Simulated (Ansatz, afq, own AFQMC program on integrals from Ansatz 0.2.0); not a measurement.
AFQMC on a folder of integrals that Ansatz 0.2.0 wrote.

```yaml
crystal:
  periodic: [false, false, false]
  atoms:
    - {symbol: Si, position_ang: [0.000078, -0.000054, -0.038095]}
    - {symbol: H, position_ang: [1.232768, 0.012710, 0.356341]}
    - {symbol: H, position_ang: [-0.628042, 1.062636, 0.351038]}
    - {symbol: H, position_ang: [-0.606902, -1.073840, 0.354113]}
basis:
  gaussian: {orbitals: 6-31G}
magnetization: {spin_polarized: true, initial_magnetization: 1}
correlation: {method: ccsd_t, electrons: outside_noble_gas, hamiltonian_folder: ham}
```

```sh
$ ansatz run in.yaml --threads 1 --pin off --events-out ev --progress --plain --max-ram 24576MiB --backend cuda --devices 0, --max-vram 18GiB
```

afq runs on the folder ham with

```
--method phaseless --trial cisd --walkers 4000 --populations 20 --least-time 60 --time-step 0.005 --steps-per-block 50 --equilibration-blocks 28 --max-blocks 4000 --target-error 0.00016 --factor-cut 1e-05 --start spin_pure --seed 5741 --release-times 0.24,0.51,0.99,1.62,2.4 --release-step 0.03 --release-every 3 --taylor-order 6
```

Times are imaginary, in 1/Eh. The walk had a cap of 122 s. With eight or more populations the least sampling time is a fifth of least-time, and the error comes from their spread.

afq prints:

```
orbitals 14  electrons 4 3  factors 88 of 236
reference energy -290.51255997 Eh
CCSD correlation -0.06123617 Eh in 9 cycles, weight of the determinant in the CISD state 0.9610
energy of the start -290.573782 Eh
 block  time / (1/Eh)  mean weight  energy / Eh
     1     0.250  0.9999  -290.573565
     2     0.500  1.0001  -290.573643
     3     0.750  1.0001  -290.573806
     4     1.000  1.0001  -290.573981
     5     1.250  1.0001  -290.574081
    10     2.500  1.0000  -290.574426
    15     3.750  0.9998  -290.574498
    20     5.000  1.0001  -290.574571
    25     6.250  0.9999  -290.574573
    30     7.500  0.9999  -290.574519
    31     7.750  1.0000  -290.574513
    35     8.750  1.0001  -290.574575
    40    10.000  1.0002  -290.574545
    45    11.250  1.0000  -290.574573
    50    12.500  1.0000  -290.574606
    55    13.750  0.9999  -290.574563
    60    15.000  1.0001  -290.574658
    65    16.250  0.9999  -290.574580
    70    17.500  1.0001  -290.574602
    75    18.750  0.9999  -290.574721
    78    19.500  1.0000  -290.574557
error from the spread of 20 populations
released: time / (1/Eh)  energy / Eh  error  mean overlap
  0.24  -290.574594  0.000011  0.9993
  0.51  -290.574590  0.000009  0.9983
  0.99  -290.574580  0.000009  0.9981
  1.62  -290.574575  0.000008  1.0006
  2.40  -290.574600  0.000009  0.9976
energy -290.574589 +/- 0.000013 Eh
(rows thinned)
```

The run passed its tests (sampling time, drift between the halves within three errors, error under three times the target), which doesn't prove that it has relaxed.

Against this walk (error 0.4 meV) on the same determinant: CCSD(T) 6.4 meV higher, CCSDT(Q) 0.4 meV higher (within the noise), CCSDTQ 0.3 meV higher (within the noise), full CI 0.3 meV higher (within the noise). The error is statistical and leaves out the bias of the constraint. Released to 2.40 1/Eh the energy moves by -0.3 ± 0.4 meV (both errors), within twice the noise.

Cautions: constraint bias not in the error.

The walk took 19 s on 1 × NVIDIA H100 80GB HBM3 with 2 threads of AMD EPYC 7R13 Processor (Zen 3), on a shared host (the card was shared). The log's last line is the phaseless energy.

CCSDT and higher add their correlation energy to the determinant of the CCSD(T) run, since their own runs factorise the integrals more tightly (a shift of under 2 meV). A walk keeps the symmetry of its determinant, which the program's search chose and which needn't be the lowest solution, so a lower state of the same spin and another symmetry isn't excluded.
